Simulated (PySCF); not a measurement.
**SF₃⁺: umbrella curve**

These are results of PBE0 in PySCF with S def2-TZVP, F def2-TZVP; no relativity; density-fitted integrals, not measurements.

Rigid scan from the singlet minimum (S–F 1.503 Å (×3); F–S–F 99.6° (×3)). Coordinate: angle between each bond and the threefold axis, bonds fixed. Energies in kJ/mol from the minimum.

```tsv
angle of the bonds to the threefold axis (°)	E (kJ/mol)	dipole size (D, about the centre of mass)
55	56.0	2.63
60	3.9	1.94
65	9.6	1.23
70	61.6	0.54
75	153.2	0.13
80	277.9	0.67
85	407.6	0.65
90	463.2	0.00
```

With the bonds held, the planar shape lies 463.2 kJ/mol from the minimum.

Other isomers or separated fragments may lie lower.
